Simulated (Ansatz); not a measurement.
What a trial cell of Cs3KSb relaxes into

Theory: DFT PBE, scalar-relativistic, plane waves, PAW (Ansatz). Cutoff 420 eV, Γ-centred k mesh, Gaussian smearing, no spin polarisation in the final step.

The start puts Cs3KSb on the cubic perovskite structure type (Pm-3m, No. 221), with K in place of Sr, Sb in place of Ti, Cs in place of O, at a guessed volume.

```yaml
crystal:
  lattice:
    - [5.75314, 0.00000, 0.00000]
    - [0.00000, 5.75314, 0.00000]
    - [0.00000, 0.00000, 5.75314]
  atoms:
    - { symbol: K, position: [0.00000, 0.00000, 0.00000] }
    - { symbol: Cs, position: [0.00000, 0.50000, 0.50000] }
    - { symbol: Cs, position: [0.50000, 0.00000, 0.50000] }
    - { symbol: Cs, position: [0.50000, 0.50000, 0.00000] }
    - { symbol: Sb, position: [0.50000, 0.50000, 0.50000] }
```

Cell and atoms relax at zero pressure; the relaxation can't lower the symmetry of the start. After a coarse first stage the cell is made exact in the group found at 0.06 Å.

Energies over the elements count from the elements' standard structures at the same level, with no empirical corrections.

Q: Which crystal results?

A: It keeps Pm-3m (No. 221). The result still has the cubic perovskite structure. Conventional cell: a = 7.582 Å. Around K lie 12 Cs at 5.36 Å; Cs has 2 Sb at 3.79 Å; Sb is coordinated by 6 Cs at 3.79 Å.

Space group Pm-3m (No. 221). a = 7.582 Å, b = 7.582 Å, c = 7.582 Å, α = 90.00°, β = 90.00°, γ = 90.00°
```tsv
atom	site	symmetry	x	y	z
K	1a	m-3m	0.0000	0.0000	0.0000
Cs	3c	4/mm.m	0.0000	0.5000	0.5000
Sb	1b	m-3m	0.5000	0.5000	0.5000
```

Q: What are its volume, energy, density and gap?

A: The volume per atom is 87.19 Å³. The density is 2.13 g/cm³ and the energy over the elements is -0.12 eV/atom. The gap on the 6×6×6 mesh is 0 eV (a metal).

The final run used a 6×6×6 mesh on its 5-atom cell and 0.10 eV smearing. For metals, differences of a few meV/atom aren't resolved. Spin–orbit coupling is left out. Symmetry constrained the relaxation, so the result can be a saddle point. The steps took of the order of 2.6 core-minutes in all.